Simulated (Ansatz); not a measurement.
Compare A (`C=CCCO`) with its isomer B (`CCCC=O`).

Calculated with Ansatz (gas phase, PBE0-D4/def2-TZVP geometries, no zero-point term in ΔE). CBS: MP2 limit from def2 TZ/QZ plus the TZ coupled-cluster correction, frozen cores. Functionals use def2-TZVPP. B3LYP here is the variant with VWN-RPA as its local correlation; programs differ in this. Each species was taken in one conformer, which may not be the lowest.

(1) Which isomer does CCSD(T)/CBS put lower? Give the gap. (Estimate.)

(2) Give E(B) − E(A) in kcal/mol with PBE0-D4, B3LYP-D4, CCSD(T)/def2-TZVPP, CCSD/def2-TZVPP, r2SCAN-D4, B2PLYP, PBE-D4. (An estimate is asked.)

Largest T1 diagnostic: 0.012.

Results:

(1) Computed: B, by 12.9 kcal/mol.

(2) Computed: PBE0-D4 -14.7, B3LYP-D4 -14.6, CCSD(T)/def2-TZVPP -13.9, CCSD/def2-TZVPP -14.0, r2SCAN-D4 -15.2, B2PLYP -15.1, PBE-D4 -15.2. None reverses the order clearly.

In def2-TZVPP, CCSD(T) changes the Hartree–Fock value by +2.1 kcal/mol (the triples alone add +0.1 kcal/mol) and MP2 by +1.4 kcal/mol.
